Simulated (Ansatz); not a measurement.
A made-up structure of C2H5Mg (charge +1), singlet:

| atom | x (Å) | y (Å) | z (Å) |
| --- | --- | --- | --- |
| C1 | -1.2245 | 1.3210 | -1.5606 |
| Mg2 | 0.1320 | 0.0711 | -0.3164 |
| C3 | 1.0020 | -1.0432 | 1.1908 |
| H4 | -2.0724 | 0.9453 | -2.1483 |
| H5 | -1.3063 | 2.4147 | -1.5078 |
| H6 | 1.2385 | 1.3855 | -0.2379 |
| H7 | 1.9136 | -1.4976 | 0.7968 |
| H8 | 0.3101 | -1.8216 | 1.5158 |

It is relaxed with PBE-D4/def2-SVP and then PBE0-D4/def2-TZVP (Ansatz 0.2.0). Atoms count as bonded within 1.22 times the sum of their covalent radii (H–H: 0.88 Å). The end point is not checked to be a true minimum.

Q: Does its bonding change? (Judge from chemistry; the calculation decides.)

A: The calculation gives: Yes. Formed: C1–H6; broken: Mg2–H6.

Where it ends: The first stage lowers the energy by 5.55 eV in 28 steps. It ends as C₂H₅Mg ([CH2][Mg][CH3]), total charge +1:
C1  (-0.798, 1.514, -1.382)
Mg2  (0.307, 0.288, -0.139)
C3  (1.065, -1.380, 1.124)
H4  (-1.017, 0.989, -2.313)
H5  (-1.729, 1.792, -0.885)
H6  (-0.208, 2.409, -1.591)
H7  (1.595, -2.267, 0.752)
H8  (0.777, -1.569, 2.166)
(Å)

Labels in which every atom is bracketed show which atoms are joined, not bond orders.

For scale, one of the runs: PBE0-D4/def2-TZVP relaxation, 124 basis functions, launched by `ansatz run in.yaml --threads 2 --pin off --events-out ev --progress --plain --max-ram 4352MiB`. The run took about 20 s on 2 CPU threads of an Arm Neoverse V2 (shared host).
